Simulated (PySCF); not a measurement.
**singlet [SiN2H5]+ at 5 levels**

We compute a comparison of 5 runs (HF/STO-3G, HF/3-21G, B3LYP/6-31G*, B2PLYP/def2-SVPD, SCS-MP2/def2-SVPD) of singlet [SiN2H5]+. The job is set up through a Python script.

The results are computed with PySCF 2.14.0.

1 further run of the same task is left out (set aside as unsound or not needed).

## (1) The structure to begin with

The species is [SiN2H5]+ (8 atoms), meant as a singlet with charge +1. As SMILES of the parent species, `N[SiH]N`. The shape is that of a PBE0-D4/def2-TZVP optimisation. This is one conformer, not always the lowest. That shape belongs to the parent species and isn't relaxed for this state.

Bond lengths: N1–Si2 1.713 Å, Si2–N3 1.720 Å, N1–H4 1.008 Å, N1–H5 1.005 Å, Si2–H6 1.504 Å, N3–H7 1.008 Å, N3–H8 1.008 Å. Angles: N1–Si2–N3 106.1°, N1–Si2–H6 117.2°, N3–Si2–H6 103.6°, Si2–N1–H4 122.2°, Si2–N1–H5 121.8°, Si2–N3–H7 120.2°, Si2–N3–H8 119.6°, H4–N1–H5 112.8°, H7–N3–H8 111.5°.

## (2) The energy at HF/STO-3G (run 1)

Input file input.py:

```python
from pyscf import gto, scf

molecule = gto.Mole()
molecule.atom = '''
N     -1.940749     1.175599    -1.451877
Si     0.997208     1.095852    -0.095809
N      1.491939    -1.989126     0.803323
H     -3.435333     0.273065    -0.688994
H     -2.450219     2.549996    -2.658467
H      1.353800     2.558878     2.315103
H      1.381012    -3.390169    -0.482258
H      2.775819    -2.382000     2.153343
'''
molecule.basis = 'sto-3g'
molecule.unit = 'bohr'
molecule.charge = 1
molecule.max_memory = 1860
molecule.verbose = 3
molecule.build()

calc0 = scf.RHF(molecule)
calc0.conv_tol = 1e-10
calc0.kernel()
if not calc0.converged:
    calc0 = calc0.newton().run(calc0.mo_coeff, calc0.mo_occ)

energy = calc0.e_tot
print('Final energy', energy)
```

The run is started by

```
$ OMP_NUM_THREADS=1 python input.py
```

The log of the run:

```text
converged SCF energy = -395.783157248123
Final energy -395.7831572481234
```

It took 0.73 s on 1 thread of Intel Xeon at 2.70GHz, shared host; peak memory 0.1 GiB.

## (3) The energy at HF/3-21G (run 2)

Input file calc.py:

```python
from pyscf import gto

molecule = gto.M(
    atom='''
N     -1.027000     0.622100    -0.768300
Si     0.527700     0.579900    -0.050700
N      0.789500    -1.052600     0.425100
H     -1.817900     0.144500    -0.364600
H     -1.296600     1.349400    -1.406800
H      0.716400     1.354100     1.225100
H      0.730800    -1.794000    -0.255200
H      1.468900    -1.260500     1.139500
''',
    basis='3-21g',
    max_memory=1860,
    verbose=4,
    charge=1,
)

myscf = molecule.RHF()
myscf.conv_tol = 1e-10
myscf.kernel()
if not myscf.converged:
    myscf = myscf.newton().run(myscf.mo_coeff, myscf.mo_occ)

e_tot = myscf.e_tot
print('E(%s) = %.9f' % ('HF', e_tot))
```

The run is started by

```
$ OMP_NUM_THREADS=1 python calc.py
```

The log of the run:

```text
PySCF version 2.14.0

[... 64 lines left out ...]
converged SCF energy = -398.351539773913
E(HF) = -398.351539774
```

It took 0.95 s on 1 thread of Intel Xeon at 2.70GHz, shared host; peak memory 0.12 GiB.

Runs 3 to 4 aren't shown in full; the table further down has their settings and results.

## (4) A single-point energy at SCS-MP2/def2-SVPD (run 5)

Input file input.py:

```python
from pyscf import gto, mp

mol = gto.Mole()
mol.atom = '''
N   -1.027000   0.622100  -0.768300
Si   0.527700   0.579900  -0.050700
N    0.789500  -1.052600   0.425100
H   -1.817900   0.144500  -0.364600
H   -1.296600   1.349400  -1.406800
H    0.716400   1.354100   1.225100
H    0.730800  -1.794000  -0.255200
H    1.468900  -1.260500   1.139500
'''
mol.basis = 'def2-svpd'
mol.verbose = 4
mol.charge = 1
mol.max_memory = 1860
mol.build()

mf = mol.RHF()
mf.conv_tol = 1e-10
mf.kernel()
if not mf.converged:
    mf = mf.newton().run(mf.mo_coeff, mf.mo_occ)

pt = mp.MP2(mf, frozen=7).run()
energy = mf.e_tot + 1.2 * pt.e_corr_os + pt.e_corr_ss / 3
print('E(%s) = %.9f' % ('SCS-MP2', energy))
```

The run is started by

```
$ OMP_NUM_THREADS=1 python input.py
```

The log of the run:

```text
PySCF version 2.14.0

[... 64 lines left out ...]
converged SCF energy = -400.330059372415
[... 1 line left out ...]
******** <class 'pyscf.mp.mp2.RMP2'> ********
nocc = 9, nmo = 97
frozen orbitals 7
E(RMP2) = -400.786016435178  E_corr = -0.455957062762946
E(SCS-RMP2) = -400.783027263531  E_corr = -0.452967891115784
E_corr(same-spin) = -0.108669904845867
E_corr(oppo-spin) = -0.347287157917079
E(SCS-MP2) = -400.783027264
```

Wall time 2.6 s (1 thread of Intel Xeon at 2.70GHz, shared host); peak memory 0.27 GiB.

## (5) The series

```tsv
run	level	integration grid	frozen core orbitals	energy (Eh)	HOMO energy (eV)	LUMO energy (eV)	HOMO–LUMO gap (eV)	wall time
1	HF/STO-3G	–	–	-395.783157	-14.62	-3.76	10.86	0.73 s
2	HF/3-21G	–	–	-398.351540	-16.41	-6.14	10.27	0.95 s
3	B3LYP/6-31G* (spherical functions)	5	–	-401.733584	-13.03	-9.48	3.56	11 s
4	B2PLYP/def2-SVPD	5	7	-401.346273	-14.78	-8.24	6.54	23 s
5	SCS-MP2/def2-SVPD	–	7	-400.783027	-16.91	-6.22	10.69	2.6 s
```

## (6) Summary of results

| quantity | value |
| --- | --- |
| run 5: total energy | -400.78303 Eh |
| run 5: HOMO energy (Hartree–Fock orbitals) | -16.91 eV |
| run 5: LUMO energy (Hartree–Fock orbitals) | -6.22 eV |
| run 5: HOMO–LUMO gap (Hartree–Fock orbitals) | 10.69 eV |
| run 5: correlation energy (7 core orbitals frozen) | -453.0 mEh |

What this shows: Over runs 1, 2, 3, 4 the HOMO–LUMO gap runs from 3.56 eV (B3LYP/6-31G*) to 10.86 eV (HF/STO-3G). The two ends differ in method and basis. Totals of different functionals can't be ranked against each other. In run 1 the basis is minimal, so the values are rough. All runs together took 39 s, the longest 23 s.
